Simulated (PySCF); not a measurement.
All values below come from M06-2X/def2-TZVP // B3LYP-D3(BJ)/def2-TZVP (PySCF 2.14.0). All species are isolated molecules in the gas phase. One relaxed conformer stands for a flexible species; it need not be the lowest. Excitations are Tamm–Dancoff values on a coarser integration grid. The basis has no diffuse functions, so Rydberg states are missing or too high.

Reference species (SMILES): `C=O` (neutral, multiplicity 1).

```yaml
T1 excitation (TDA): 3.30 eV
HOMO–LUMO gap: 9.38 eV
```

Changed species: `CC(=O)C=O` (O–C–C–O torsion 180°) (X = acetyl; the reference has X = H).

Problem. Give the shifts of the T1 excitation (TDA) and HOMO–LUMO gap.

Solution. the T1 excitation (TDA) decreases by 1.00 eV, to 2.30 eV; the HOMO–LUMO gap decreases by 1.93 eV, to 7.45 eV.
